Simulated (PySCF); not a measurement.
Level of theory: B3LYP-D3(BJ)/def2-TZVP run with PySCF 2.14.0. Gas-phase values, no solvent. B3LYP has the VWN-RPA correlation part, as in Gaussian. 

Reference species (SMILES): `C[SiH3]` (neutral, multiplicity 1).

```json
{
 "dipole_moment": "0.78 D",
 "HOMO": "-8.98 eV"
}
```

Changed species: `[SnH3][CH3]`.

Problem. Give the shifts of the dipole moment and HOMO.

Solution. the dipole moment is nearly the same; the HOMO increases by 0.83 eV, to -8.15 eV.
